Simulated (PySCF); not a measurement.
From one molecule to another.

First species: C5H9F.
Atom-mapped SMILES: `[CH3:1]/[CH:2]=[C:3](/[CH3:4])[CH2:5][F:6]` (hydrogens: H7, H8, H9 on C1; H10 on C2; H11, H12, H13 on C4; H14, H15 on C5)

Cartesian coordinates in Å at the GFN2-xTB level; atoms count from 1:
```xyz
15
C5H9F angstrom
C      2.113    0.183   -0.083
C      0.717    0.667   -0.299
C     -0.427    0.082    0.032
C     -1.758    0.700   -0.283
C     -0.534   -1.245    0.731
F     -1.342   -1.147    1.846
H      2.161   -0.733    0.496
H      2.591    0.006   -1.047
H      2.692    0.950    0.431
H      0.662    1.619   -0.814
H     -2.362    0.764    0.620
H     -1.639    1.695   -0.701
H     -2.298    0.079   -1.000
H     -1.006   -1.991    0.079
H      0.428   -1.622    1.085
```

Second species: 2-methylthiazole, C4H5NS.
InChI=1S/C4H5NS/c1-4-5-2-3-6-4/h2-3H,1H3

Levels: CAM-B3LYP/def2-SVPD for dipole moment, HOMO energy, LUMO energy, HOMO–LUMO gap, static isotropic polarisability and electronic spatial extent ⟨r²⟩ about the centre of nuclear charge; TDDFT CAM-B3LYP/def2-SVPD for lowest singlet excitation; TDA CAM-B3LYP/def2-SVPD for lowest triplet excitation (Tamm–Dancoff); GFN2-xTB for rotational constant A and rotational constant C. Geometries: GFN2-xTB. Each species is one conformer at its optimised geometry, gas phase, non-relativistic unless stated. Electronic properties by PySCF.

Dipoles, sizes and rotational constants follow the conformer. The torsions of the flexible species, by atom-mapped SMILES:
- `[CH3:1]/[CH:2]=[C:3](/[CH3:4])[CH2:5][F:6]`: C2–C3–C5–F6 128°

Values for the first species:

```
Dipole moment                                                     : 2.03 D
HOMO energy                                                       : -8.50 eV
LUMO energy                                                       : 1.22 eV
HOMO–LUMO gap                                                     : 9.72 eV
Lowest singlet excitation                                         : 6.87 eV
Lowest triplet excitation (Tamm–Dancoff)                          : 4.35 eV
Static isotropic polarisability                                   : 63.5 au
Electronic spatial extent ⟨r²⟩ about the centre of nuclear charge : 706 bohr²
Rotational constant A                                             : 5.006 GHz
Rotational constant C                                             : 1.777 GHz
```

(1) Estimate the same properties for the second species, and the change in each.

Answers

(1) 
| property | first | second | second less first |
| --- | --- | --- | --- |
| dipole moment | 2.03 D | 1.20 D | -0.83 D |
| HOMO energy | -8.50 eV | -8.27 eV | +0.23 eV |
| LUMO energy | 1.22 eV | 0.36 eV | -0.86 eV |
| HOMO–LUMO gap | 9.72 eV | 8.63 eV | -1.09 eV |
| lowest singlet excitation | 6.87 eV | 5.54 eV | -1.33 eV |
| lowest triplet excitation (Tamm–Dancoff) | 4.35 eV | 3.76 eV | -0.59 eV |
| static isotropic polarisability | 63.5 au | 69.2 au | +5.7 au |
| electronic spatial extent ⟨r²⟩ about the centre of nuclear charge | 706 bohr² | 601 bohr² | -105 bohr² |
| rotational constant A | 5.006 GHz | 5.316 GHz | +0.310 GHz |
| rotational constant C | 1.777 GHz | 2.070 GHz | +0.293 GHz |

On the first: In wavenumbers S1 is 55400 cm⁻¹ (1 eV = 8065.54 cm⁻¹).

On the second: The polarisability is 10.25 Å³ as a volume (1 au = 0.148185 Å³), or 1.33 au for each of the 52 electrons.
